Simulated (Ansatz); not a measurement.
**C₃H₈O₂: up Jacob's ladder to CCSD(T)**

Aim: compute C₃H₈O₂ with functionals from several rungs and with coupled cluster. The yardstick is the atomisation energy at the CCSD(T) limit.

The runs use Ansatz 0.2.0, Gaussian basis; functionals in def2-TZVPP, the program's frozen cores in correlated methods.

Plan: PBE-D4, r2SCAN-D4, PBE0-D4, B3LYP-D4, ωB97X-V, ωB97M-V, B2PLYP; CCSD(T)/def2-TZVPP; MP2/def2-QZVPP; extrapolation to the limit.

### Step 1. Structure used throughout

The geometry comes from an earlier relaxation with PBE0-D4 in a triple-zeta def2 set; it is a stationary point, not always the lowest conformer.

SMILES `CCC(O)O`, 13 atoms, charge 0, spin multiplicity 1.

Atoms are counted from 1 here; the program's logs count them from 0.

Bond lengths: C1–C2 1.517 Å, C1–H6 1.092 Å, C1–H7 1.092 Å, C1–H8 1.093 Å, C2–C3 1.513 Å, C2–H9 1.093 Å, C2–H10 1.097 Å, C3–O4 1.402 Å, C3–O5 1.402 Å, C3–H11 1.098 Å, O4–H12 0.962 Å, O5–H13 0.964 Å. Angles: C2–C1–H6 111.0°, C2–C1–H7 111.2°, C2–C1–H8 111.2°, H6–C1–H7 108.2°, H6–C1–H8 107.6°, H7–C1–H8 107.5°, C1–C2–C3 112.9°, C1–C2–H9 110.8°, C1–C2–H10 110.9°, C3–C2–H9 107.9°, C3–C2–H10 107.7°, H9–C2–H10 106.4°, C2–C3–O4 107.2°, C2–C3–O5 113.1°, C2–C3–H11 110.4°, O4–C3–O5 111.2°, O4–C3–H11 110.9°, O5–C3–H11 104.1° and more.

### Step 2. PBE-D4 (GGA)

in.yaml reads:

```yaml
crystal:
  periodic: [false, false, false]
  atoms:
    - {symbol: C, position_ang: [-0.985792, 1.174984, -0.595602]}
    - {symbol: C, position_ang: [0.020468, 0.631203, 0.400917]}
    - {symbol: C, position_ang: [0.219322, -0.864068, 0.280396]}
    - {symbol: O, position_ang: [1.104964, -1.246977, 1.297514]}
    - {symbol: O, position_ang: [0.692909, -1.257396, -0.979729]}
    - {symbol: H, position_ang: [-1.088574, 2.257164, -0.496095]}
    - {symbol: H, position_ang: [-0.684359, 0.954391, -1.621284]}
    - {symbol: H, position_ang: [-1.973548, 0.732543, -0.440254]}
    - {symbol: H, position_ang: [-0.292632, 0.846549, 1.426010]}
    - {symbol: H, position_ang: [0.998821, 1.109410, 0.269664]}
    - {symbol: H, position_ang: [-0.741164, -1.387269, 0.380724]}
    - {symbol: H, position_ang: [1.230683, -2.198192, 1.229413]}
    - {symbol: H, position_ang: [1.519301, -0.786942, -1.136972]}
basis:
  gaussian: {orbitals: def2-TZVPP}
hamiltonian: {xc: pbe, dispersion: d4}
output: {forces: true, orbitals: {seedname: orbitals}}
```

Run with:

```
> ansatz run in.yaml --threads 4 --pin off --events-out ev --progress --plain --max-ram 10444MiB
```

The runs that follow: r2SCAN-D4 (meta-GGA); PBE0-D4 (hybrid); B3LYP-D4 (hybrid); ωB97X-V (range-separated); ωB97M-V (range-separated); B2PLYP (double hybrid); CCSD(T) in def2-TZVPP; MP2 in def2-QZVPP.

**Question.** What will the summary of the whole plan be? Wanted: atomisation energy, CCSD(T)/CBS; farthest; mean size of error, hybrid; mean size of error, range-separated; gap, smallest and largest; T1 diagnostic; triples share of the correlation energy.

As calculated:

| quantity | value |
| --- | --- |
| atomisation energy, CCSD(T)/CBS | 5087.7 kJ/mol |
| functionals within 25.4 kJ/mol (0.5 %) | r2SCAN-D4, PBE0-D4, B3LYP-D4, ωB97X-V, ωB97M-V |
| farthest | PBE-D4 (+103.6 kJ/mol) |
| mean size of error, hybrid | 10.8 kJ/mol |
| mean size of error, range-separated | 5.3 kJ/mol |
| gap, smallest and largest | 6.65 eV (PBE-D4), 13.59 eV (ωB97X-V) |
| T1 diagnostic | 0.0103 |
| triples share of the correlation energy | 3.6 % |

PBE-D4 misses by +103.6 kJ/mol. Double hybrids carry the basis error of their MP2 part in triple zeta, and no dispersion term here, so their miss is partly the set-up's. The reference freezes the cores and leaves out relativity and excitations past (T), so misses under about 25.4 kJ/mol can't be ranked. Hartree-Fock recovers 72 % of the binding; the rest is correlation. Orbital gaps span 6.7 to 13.6 eV; exact exchange widens them.
